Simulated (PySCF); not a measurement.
Species: C5H3Cl.
Numbering: `[CH:1]#[C:2][CH:3]([Cl:4])[C:5]#[CH:6]` (hydrogens: H7 on C1; H8 on C3; H9 on C6)

Cartesian coordinates in Å at the PBE0-D3(BJ)/def2-SVP level; atoms count from 1:
```
atom  x, y, z in Å
C1     2.325   -0.798    0.537
C2     1.119   -0.756    0.618
C3    -0.335   -0.708    0.682
Cl4   -0.930   -1.601    2.149
C5    -0.855    0.653    0.675
C6    -1.291    1.780    0.645
H7     3.397   -0.834    0.474
H8    -0.756   -1.264   -0.170
H9    -1.677    2.783    0.625
```

The calculation used TDDFT B3LYP/def2-SVPD, vertical, gas phase, core orbitals frozen in the response in PySCF 2.14.0, density-fitted response routines.

Frontier orbitals with the atoms that hold most of them (Löwdin shares over 4%, at most four atoms; ? is withheld):

```json
{"orbital": "LUMO+2", "ε (eV)": "0.34", "atoms": "C6 16%, C1 16%, C5 16%, C2 15%"}
{"orbital": "LUMO+1", "ε (eV)": "-0.16", "atoms": "C1 16%, C6 16%, C2 15%, C5 15%"}
{"orbital": "LUMO", "ε (eV)": "-1.45", "atoms": "Cl4 34%, C3 18%, C1 12%, C6 12%"}
{"orbital": "HOMO", "ε (eV)": "?", "atoms": "?"}
{"orbital": "HOMO-1", "ε (eV)": "-8.15", "atoms": "?"}
{"orbital": "HOMO-2", "ε (eV)": "-8.28", "atoms": "C2 20%, C5 20%, C1 20%, C6 19%"}
{"orbital": "HOMO-3", "ε (eV)": "-8.40", "atoms": "Cl4 39%, C2 13%, C5 13%, C1 12%"}
```

Give the leading atoms of the HOMO.

C6 (bonded to C and H) 20%; C1 (bonded to C and H) 20%; C5 (bonded to 2 C) 20%; C2 (bonded to 2 C) 20%.

Give the leading atoms of the HOMO-1.

C6 (bonded to C and H) 20%; C1 (bonded to C and H) 20%; C5 (bonded to 2 C) 18%; C2 (bonded to 2 C) 18%.

What is the HOMO energy, and the HOMO–LUMO gap?

ε(HOMO) = -7.97 eV; the gap is 6.52 eV (0.2395 hartree).

The HOMO–LUMO gap is 6.52 eV. Where does the response calculation put the lowest singlet, and from which orbitals?

S1 is at 5.45 eV (f = 0.019), 1.07 eV below the gap, made of HOMO→LUMO (63%), HOMO-2→LUMO (32%). 

Next come S2 at 5.52 eV (f 0.0057), HOMO-1→LUMO (76%), HOMO-3→LUMO (19%); S3 at 5.68 eV (f 0.036), HOMO-2→LUMO (64%), HOMO→LUMO (28%); S4 at 5.98 eV (f 0.042), HOMO-3→LUMO (67%), HOMO-4→LUMO (12%), HOMO-1→LUMO (12%); S5 at 6.36 eV (f 0.028), HOMO-4→LUMO (77%).
